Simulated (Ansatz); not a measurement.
# S2O (Disulfur monoxide): levels of theory compared

Aim: a comparison of 3 runs (HSE06/STO-3G, PBE/STO-3G, UCCSD(T)/STO-3G) of S2O (Disulfur monoxide). 

The calculation is run with Ansatz 0.2.0.

54 further runs of the same task are left out: 21 that didn't finish, 33 set aside as unsound or not needed.

**1. Starting point**

S2O has 3 atoms, charge 0, and is taken as a singlet. As SMILES, `O=S=S`. The S3–S2 distance was set to 2.350 Å, away from the relaxed value.

Bond lengths: O1–S2 1.453 Å, S2–S3 2.350 Å. Angles: O1–S2–S3 117.8°.

**2. A single-point energy at HSE06/STO-3G (run 1)**

Contents of job.yaml:

```yaml
basis:
  gaussian: {orbitals: STO-3G}
crystal:
  periodic: [false, false, false]
  atoms:
    - symbol: O
      position_ang: [0.829125, 1.402286, 0.690948]
    - symbol: S
      position_ang: [0.906615, -0.007244, 0.346718]
    - symbol: S
      position_ang: [-0.980740, -0.998510, -0.642110]
hamiltonian: {xc: {name: HSE06}}
accuracy: high
```

Launch:

```sh
$ ansatz run job.yaml --threads 1 --pin off --max-ram 3480MiB --events-out events.jsonl --progress --plain --runs-dir runs
```

The log of the run:

```text
Warning: RAYON_NUM_THREADS=1 ignored (pool sized by the plan → 1); use --threads N
Functional definition: HSE06
  name "HSE06"
  parameter a = 0.25
  parameter omega = 0.11/bohr
  exchange = pbe_x - a*pbe_x_sr(omega) + a*exact_x_sr(omega)
  correlation = pbe_c
398 factors; integrals over basis functions are off by at most 3.0e-8 eV
57 factors; integrals over basis functions are off by at most 1.1e-9 eV
mean field evaluation 1: about -23425.8839 eV, gradient 4.2e1 eV
mean field evaluation 2: about -23309.7393 eV, gradient 1.3e2 eV
mean field evaluation 4: about -23424.0681 eV, gradient 4.6e1 eV
mean field evaluation 8: about -23435.2001 eV, gradient 1.2e-1 eV
mean field evaluation 16: about -23422.0398 eV, gradient 3.8e1 eV
mean field -23435.20015690 eV, -861.2277208169 hartree, gradient 1.5e-8 eV, S^2 0.000000; 0 other end points of the search recorded, 0 dependent functions left out
reference -23435.20015815 eV, -861.2277208626 hartree; 20, 20 occupied and 3, 3 virtual orbitals, 398 factors
Total energy: -23435.20015815 eV, -861.2277208626 hartree
```

It took 1.4 s on 1 thread of Arm Neoverse V1, shared host; peak memory 0.093 GiB.

**3. The energy at PBE/STO-3G (run 2)**

Contents of run.yaml:

```yaml
basis:
  gaussian:
    orbitals: STO-3G
crystal:
  periodic: [false, false, false]
  atoms:
    - {symbol: O, position_ang: [0.829125, 1.402286, 0.690948]}
    - {symbol: S, position_ang: [0.906615, -0.007244, 0.346718]}
    - {symbol: S, position_ang: [-0.980740, -0.998510, -0.642110]}
accuracy: high
hamiltonian:
  xc: {name: PBE}
```

Launch:

```sh
$ ansatz run run.yaml --threads 1 --pin off --max-ram 3480MiB --events-out events.jsonl --progress --plain --runs-dir runs
```

The log of the run:

```text
Warning: RAYON_NUM_THREADS=1 ignored (pool sized by the plan → 1); use --threads N
Functional definition: PBE
  name "PBE"
  parameter kappa = 0.804
  parameter beta = 0.06672455060314922
  exchange = pbe_x(kappa = kappa, mu = beta*pi^2/3)
  correlation = pbe_c(beta = beta)
398 factors; integrals over basis functions are off by at most 3.0e-8 eV
mean field evaluation 1: about -23423.5351 eV, gradient 4.4e1 eV
mean field evaluation 2: about -23281.1776 eV, gradient 8.8e1 eV
mean field evaluation 4: about -23412.1010 eV, gradient 7.9e1 eV
mean field evaluation 8: about -23433.5175 eV, gradient 9.2e-2 eV
mean field evaluation 16: about -23430.1218 eV, gradient 1.4e1 eV
mean field evaluation 32: about -23430.1218 eV, gradient 1.4e1 eV
mean field -23433.51755397 eV, -861.1658862996 hartree, gradient 1.4e-8 eV, S^2 0.000000; 3 other end points of the search recorded, 0 dependent functions left out
reference -23433.51755521 eV, -861.1658863453 hartree; 20, 20 occupied and 3, 3 virtual orbitals, 398 factors
Total energy: -23433.51755521 eV, -861.1658863453 hartree
```

Run time: 1.9 s. Hardware: 1 thread of Arm Neoverse V1, shared host; peak memory 0.092 GiB.

**4. The energy at UCCSD(T)/STO-3G (run 3)**

Contents of job.yaml:

```yaml
crystal:
  periodic: [false, false, false]
  atoms:
    - symbol: O
      position_ang: [0.829125, 1.402286, 0.690948]
    - symbol: S
      position_ang: [0.906615, -0.007244, 0.346718]
    - symbol: S
      position_ang: [-0.980740, -0.998510, -0.642110]
basis:
  gaussian: {orbitals: STO-3G}
magnetization: {spin_polarized: true}
correlation: {method: ccsd_t, frozen_orbitals: {O: 1, S: 5}}
accuracy: high
scf: {omitted_lower_state_checks: [cluster_reference, increment]}
```

Launch:

```sh
$ ansatz run job.yaml --threads 1 --pin off --max-ram 3480MiB --events-out events.jsonl --progress --plain --runs-dir runs
```

The log of the run:

```text
Warning: RAYON_NUM_THREADS=1 ignored (pool sized by the plan → 1); use --threads N
[... 20 lines left out ...]
11 core orbitals not correlated: weight in the atoms' cores, before any rotation towards them, 1.000 or more for the frozen orbitals, at most 0.000 for the correlated occupied ones
[... 45 lines left out ...]
Total energy: -23406.72221457 eV, -860.1811757393 hartree
Checks for a lower state left out: cluster_reference, increment
```

Wall time 1.8 s (1 thread of Arm Neoverse V1, shared host).

**5. Overview of the runs**

```csv
run,level,frozen core orbitals,energy (Eh),wall time
1,HSE06/STO-3G,–,-861.227721,1.4 s
2,PBE/STO-3G,–,-861.165886,1.9 s
3,UCCSD(T)/STO-3G,11,-860.181176,1.8 s
```

**6. Summary of results**

| quantity | value |
| --- | --- |
| run 3: total energy | -860.18118 Eh |
| run 3: correlation energy (11 core orbitals frozen) | -97.2 mEh |
| run 3: (T) correction | -3.90 mEh |
| run 3: ⟨S²⟩ of the reference determinant | 1.448 |
| run 3: T1 diagnostic | 0.054 |

**Reading.** Totals of different functionals can't be ranked against each other. In runs 1, 2, 3 the basis is minimal, so the values are rough. Spin contamination of the reference: run 3 ⟨S²⟩ = 1.45. Where it is this large, the reference is a mixture of spin states, and values that rest on it are in doubt. All runs together took 5.1 s, the longest 1.9 s.
